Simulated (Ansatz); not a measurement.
Cartesian coordinates in Å:
```
N -1.053 0.636 -0.327
C 0.075 -0.196 -0.095
O -0.089 -0.944 1.036
F 0.164 -1.027 -1.190
S 1.632 0.746 0.051
H -1.144 1.331 0.401
H -1.002 1.086 -1.232
H -0.978 -1.321 0.985
H 2.396 -0.311 0.371
```

The species carries charge 0 and has multiplicity 1.

Q: List the B3LYP/def2-TZVPP orbital energies in eV (Ansatz 0.2.0). (Best estimate.)

A: Computed: Occupied: -2418.05, -671.67, -521.45, -390.09, -282.13, -216.06, -160.64, -160.55, -160.39, -33.48, -29.33, -25.08, -20.90, -17.60, -15.93, -14.95, -13.94, -13.70, -11.72, -11.28, -10.68, -9.53, -9.33, -8.05, -7.12. Lowest empty: -0.11, 0.63, 1.35, 1.61, 2.18, 3.34, 4.23, 4.80.

B3LYP here is the variant with VWN-RPA as its local correlation; programs differ in this.
